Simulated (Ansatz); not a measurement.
in.yaml

```yaml
crystal:
  periodic: [false, false, false]
  atoms:
    - {symbol: Al, position_ang: [-0.000002, 0.400252, 1.116230]}
    - {symbol: C, position_ang: [0.000017, 0.181182, -0.765378]}
    - {symbol: P, position_ang: [-0.000003, 0.268919, -2.452491]}
    - {symbol: H, position_ang: [-0.000011, -0.850353, 2.101639]}
basis:
  gaussian: {orbitals: cc-pVDZ}
magnetization: {spin_polarized: false, initial_magnetization: 5}
correlation: {method: ccsdt_q, electrons: outside_noble_gas}
```

```sh
$ ansatz run in.yaml --threads 1 --pin off --events-out ev --progress --plain --max-ram 2393MiB
```

Task: Roughly how long does this take on 1 thread of Arm Neoverse V2, shared host, and how much host memory?

Result: 2.1 min wall and 0.91 GiB.

```
1030 factors; integrals over basis functions are off by at most 1.8e-7 eV
mean field evaluation 1: about -16893.7216 eV, gradient 1.2e1 eV
mean field evaluation 2: about -16893.7266 eV, gradient 1.2e1 eV
mean field evaluation 4: about -16895.5547 eV, gradient 1.6e0 eV
mean field evaluation 8: about -16895.6238 eV, gradient 2.0e-1 eV
mean field evaluation 16: about -16895.3078 eV, gradient 4.8e0 eV
mean field evaluation 32: about -16893.2763 eV, gradient 3.5e-2 eV
mean field evaluation 64: about -16893.0974 eV, gradient 3.1e-4 eV
mean field -16895.62692868 eV, -620.9028373618 hartree, gradient 1.5e-6 eV, S^2 8.750000; 2 other end points of the search recorded, 0 dependent functions left out
mean field evaluation 96: about -16895.8840 eV, gradient 1.2e0 eV
determinant -16895.62692868 eV, -620.9028373618 hartree, with singles and doubles -16902.29384776 eV, -621.1478421189 hartree
determinant -16893.27634282 eV, -620.8164549248 hartree, with singles and doubles -16900.54567119 eV, -621.0835978150 hartree
determinant -16893.09739083 eV, -620.8098785604 hartree, with singles and doubles -16900.32232252 eV, -621.0753899028 hartree
11 core orbitals not correlated: weight in the atoms' cores, before any rotation towards them, 1.000 or more for the frozen orbitals, at most 0.000 for the correlated occupied ones
reference -16895.62692868 eV, -620.9028373618 hartree; 9, 4 occupied and 35, 40 virtual orbitals, 1030 factors
second order -5.33908401 eV of doubles, -0.18335884 eV of singles
cycle   1  -6.34755261 eV  change   -8.2e-1 eV  update   8.0e-2
cycle   2  -6.79084634 eV  change   -4.4e-1 eV  update   3.6e-2
cycle   3  -6.86534715 eV  change   -7.5e-2 eV  update   1.9e-2
cycle   4  -6.86896394 eV  change   -3.6e-3 eV  update   9.6e-3
cycle   5  -6.87388593 eV  change   -4.9e-3 eV  update   4.6e-3
cycle   6  -6.87510060 eV  change   -1.2e-3 eV  update   2.5e-3
cycle   7  -6.87443048 eV  change    6.7e-4 eV  update   1.4e-3
cycle   8  -6.87518845 eV  change   -7.6e-4 eV  update   9.2e-4
cycle   9  -6.87566564 eV  change   -4.8e-4 eV  update   5.8e-4
cycle  10  -6.87513219 eV  change    5.3e-4 eV  update   4.2e-4
cycle  11  -6.87516809 eV  change   -3.6e-5 eV  update   2.8e-4
cycle  12  -6.87530377 eV  change   -1.4e-4 eV  update   1.7e-4
cycle  13  -6.87542476 eV  change   -1.2e-4 eV  update   1.1e-4
cycle  14  -6.87549888 eV  change   -7.4e-5 eV  update   5.9e-5
cycle  15  -6.87547889 eV  change    2.0e-5 eV  update   2.8e-5
cycle  16  -6.87545500 eV  change    2.4e-5 eV  update   1.7e-5
cycle  17  -6.87544748 eV  change    7.5e-6 eV  update   9.3e-6
cycle  18  -6.87544521 eV  change    2.3e-6 eV  update   5.6e-6
cycle  19  -6.87544749 eV  change   -2.3e-6 eV  update   3.2e-6
cycle  20  -6.87544944 eV  change   -1.9e-6 eV  update   1.9e-6
cycle  21  -6.87544950 eV  change   -6.6e-8 eV  update   1.3e-6
perturbative correction -0.01107602 eV, -0.0004070361 hartree
Total energy: -16902.51345420 eV, -621.1559125067 hartree
```

For the same geometry and basis UCCSDT(Q) lies 1.8 meV lower.
